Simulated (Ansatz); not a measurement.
# CHSi+ (SMILES [C+]#[SiH]): one structure at several levels

The task here is to estimate one member of a computed series from the others.

Computed with Ansatz 0.2.0, Gaussian basis. Level: single points in def2-TZVPP.

Cores are frozen in the correlated methods.

**Where the work starts**

SMILES `[C+]#[SiH]`, 3 atoms, charge 1, spin multiplicity 1.

Atoms are counted from 1 here; the program's logs count them from 0.

Bond lengths: C1–Si2 1.686 Å, Si2–H3 1.504 Å. Angles: C1–Si2–H3 175.8°.

Geometry (Å):

```xyz
3

C    -1.3899    0.4218   -0.6857
Si    0.0392   -0.0367    0.0821
H     1.3192   -0.3434    0.8098
```

Set-up of the first run:

run/in.yaml reads:

```yaml
crystal:
  periodic: [false, false, false]
  atoms:
    - {symbol: C, position_ang: [-1.389900, 0.421800, -0.685700]}
    - {symbol: Si, position_ang: [0.039200, -0.036700, 0.082100]}
    - {symbol: H, position_ang: [1.319200, -0.343400, 0.809800]}
basis:
  gaussian: {orbitals: def2-TZVPP}
total_charge: 1
correlation: {method: ccsd_t}
output: {forces: true}
```

No record of the launch command was kept for these runs.

Steps of the session up to this table: CCSD(T)/def2-TZVPP; PBE0-D4/def2-TZVPP; wB97M-V/def2-TZVPP; r2SCAN-D4/def2-TZVPP; PBE-D4/def2-TZVPP; SPW92/def2-TZVPP; r2SCAN0-D4/def2-TZVPP.

One of the session's tables, all rows but one given; the rest of the session is left out.

| method | RMS force component (eV/Å) | angle to CCSD(T) forces (°) |
| --- | --- | --- |
| CCSD(T) | 2.361 | reference |
| PBE0-D4 | 2.200 | 1.4 |
| wB97M-V | 2.109 | 3.0 |
| r2SCAN-D4 | ? | ? |
| PBE-D4 | 2.388 | 4.0 |
| SPW92 | 2.155 | 5.0 |
| r2SCAN0-D4 | 2.154 | 1.6 |

**Question.** Estimate the row for r2SCAN-D4.

The run gave: RMS force component (eV/Å): 2.307; angle to CCSD(T) forces (°): 1.5. In the column «RMS force component (eV/Å)» it lies between PBE0-D4 (2.200) and CCSD(T) (2.361).
